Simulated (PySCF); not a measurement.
**Unknown: peak-picked proton spectrum**

Formula C$_{2}$H$_{2}$F$_{2}$O. The spectrum was simulated from the full spin Hamiltonian at 500 MHz with 1.2 Hz Lorentzian lines, from shifts rounded to 0.01 ppm and J to 0.1 Hz, couplings under 1 Hz left out.

Maxima in Hz from TMS (height), grouped by integral:
1H: 4758.0 (99), 4752.0 (100)
1H: 2709.9 (25), 2703.9 (25), 2648.0 (50), 2642.0 (50), 2586.1 (25), 2580.1 (25)

- PBE0-D3(BJ)/def2-SVP geometry
- CAM-B3LYP/pcSseg-2 with gauge-including orbitals
- J: B3LYP/pcJ-1
- code: PySCF 2.14
- no relativistic terms, single conformer, no solvent model, one averaged value for each set of equivalent atoms

References, each an isolated molecule treated in the same way: TMS for ¹H.

Question: Analyse the multiplets.

Answer: ¹H NMR (500 MHz, computed): δ 9.51 (d, J = 6.0 Hz, 1H), 5.29 (td, J = 61.9, 6.0 Hz, 1H). These are first-order names from the parameters used; overlap and second-order distortion can hide them in the list.

Question: What is the compound?

Answer: `FC(C=O)F`.

Atom-mapped SMILES (the numbers label the heavy atoms): `[O:1]=[CH:2][CH:3]([F:4])[F:5]`. Hydrogens are named by the atom that carries them.

δ 9.51: H(C2), hydrogen on an aldehyde carbonyl carbon, coupled to H(C3) (6.0 Hz). δ 5.29: H(C3), hydrogen on an sp3 CH bonded to 2 F, α to a carbonyl, coupled to F4/F5 (61.9 Hz), H(C2) (6.0 Hz).

The data come from this structure; uniqueness wasn't tested.

Splittings below 1 Hz are ignored in the labels, and close J values are merged. Unscaled 3J(H,H) at this level run about 10 % above measured values. Couplings across =CH–CH2 type bonds come from one rotamer and its mirror image, and can be 1–2 Hz further off. Vicinal couplings across rotatable single bonds and in flexible rings belong to the one computed conformer; a conformer average would change them.
